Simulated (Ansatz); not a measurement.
We consider bcc Ta, described by rVV10 in Ansatz (plane waves, PAW).

Numerical settings: plane-wave cutoff 520 eV, 24×24×24 k mesh, Fermi–Dirac smearing 0.05 eV, scalar-relativistic PAW data made under PBE.

A third-order Birch–Murnaghan fit to the energies gives V0 = 18.571 Å³/atom, B0 = 195 GPa, B′ = 3.9.

```json
[
 {"V (Å³/atom)": "17.455", "P (GPa)": "[?]"},
 {"V (Å³/atom)": "17.827", "P (GPa)": "8.63"},
 {"V (Å³/atom)": "18.198", "P (GPa)": "4.11"},
 {"V (Å³/atom)": "18.569", "P (GPa)": "0.01"},
 {"V (Å³/atom)": "18.941", "P (GPa)": "[?]"},
 {"V (Å³/atom)": "19.312", "P (GPa)": "-7.08"},
 {"V (Å³/atom)": "19.684", "P (GPa)": "[?]"}
]
```

Task: Estimate the withheld pressures from this fit; the answers are the runs' own values.

Result: 
- 17.455, P (GPa): 13.61
- 18.941, P (GPa): -3.70
- 19.684, P (GPa): -10.14

The formula P = (3/2) B0 (x^(7/3) − x^(5/3)) [1 + (3/4)(B′ − 4)(x^(2/3) − 1)] with x = V0/V meets the computed pressures within 0.03 GPa when these rounded values are put in.

Measured, for comparison: bulk modulus 198 GPa (corrected for temperature and zero-point phonon effects, our sources range from 194 to 203; as tabulated in Levämäki et al. (2014), arXiv:1402.3671); equilibrium volume per atom 17.95 Å³/atom (static lattice: zero-point anharmonic expansion removed; as tabulated in Mejia-Rodriguez and Trickey (2018), arXiv:1807.09216). Computed (rounded) less measured: bulk modulus -2 % (inside the range of the sources held), equilibrium volume per atom +3.5 %.

Spin–orbit coupling is not included.

Computing time: around 50 core-seconds (rough).

Ansatz is a quantum-chemistry and plane-wave program.
